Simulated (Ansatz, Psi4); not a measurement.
# C2H2F4 (norflurane): a line through the functionals

C2H2F4: 8 atoms, total charge 0, spin state singlet. SMILES: `FCC(F)(F)F`. Geometry: relaxed at PBE0-D4/def2-TZVP.

The electronic atomisation energy y, in eV, basis cc-pVDZ; a is the functional's share of exact exchange. Programs: Ansatz 0.2.0, Psi4 1.11.

| functional | program | a | y (eV) |
| --- | --- | --- | --- |
| revPBE | Ansatz | 0 | 32.58 |
| r2SCAN | Ansatz | 0 | 32.88 |
| TPSSh | Psi4 | 0.1 | 32.39 |
| B3LYP | Ansatz | 0.2 | 32.34 |
| r2SCAN0 | Ansatz | 0.25 | 31.72 |
| PBE0 | Ansatz | 0.25 | ? |
| BHLYP | Ansatz | 0.5 | 30.49 |

Fit y = c + s·a to the known rows and predict PBE0.


1. Means of the 6 rows: a = 0.1750, y = 32.067.
2. Σ(Δa)² = 0.17875, Σ(Δa·Δy) = -0.788, so the slope is -0.788/0.17875 = -4.4084.
3. Intercept: 32.067 − (-4.4084) × 0.1750 = 32.838. The largest residual of the fit is 0.38.
4. PBE0: 32.838 + (-4.4084) × 0.25 = 31.74 eV.

The run gave 32.75 eV, so the prediction is off by -1.01 eV, more than the largest residual. The rows mix families of semi-local functionals, which the line can't see.
